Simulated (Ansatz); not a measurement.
Ideal-gas functions of BClH$_{2}$N, SMILES `N[B]Cl` radical at 298.15 K and 1 bar, from an Ansatz frequency run at PBE0-D4/def2-TZVP.

Molar mass 62.29 g/mol, point group Cs (symmetry number 1), electronic degeneracy 2, moments of inertia 5.783, 93.58, 99.363 u Å². Harmonic wavenumbers (cm⁻¹, unscaled): 335, 538, 555, 708, 1003, 1373, 1613, 3566, 3697.

Use S(trans) = R[1.5 ln M + 2.5 ln T − 1.1517]; rotational temperatures θ = 24.2544 K / I; S(rot) = R[ln(√π/σ · √(T³/θAθBθC)) + 1.5]; for each mode x = 1.438777 ν̃/T, S = R[x/(eˣ − 1) − ln(1 − e⁻ˣ)] and H = RT x/(eˣ − 1); 1 cm⁻¹ = 0.0119627 kJ/mol; R = 8.31446 J/(mol·K).

By hand: the entropy, in J/(mol·K).

Translation 160.4. Rotation: θ = 4.1941, 0.2592, 0.2441 K, giving 93.8. Vibration, mode by mode: 5.17, 2.38, 2.23, 1.24, 0.39, 0.08, 0.03, 0.00, 0.00, in all 11.5. Electronic 5.8. Sum 271.5 J/(mol·K).

By hand: H − E and G − E in kJ/mol, counted from the electronic energy.

Zero-point energy ½ × 13388 × 0.0119627 = 80.1; thermal vibration 2.4; translation, rotation and pV give 4 RT = 9.9. H − E = 92.4 kJ/mol, and G − E = 92.4 − 298.15 × 271.5/1000 = 11.5 kJ/mol.

Vibration gives 4 % of the entropy. The sum counts one conformer and one mirror image; others add a mixing term.
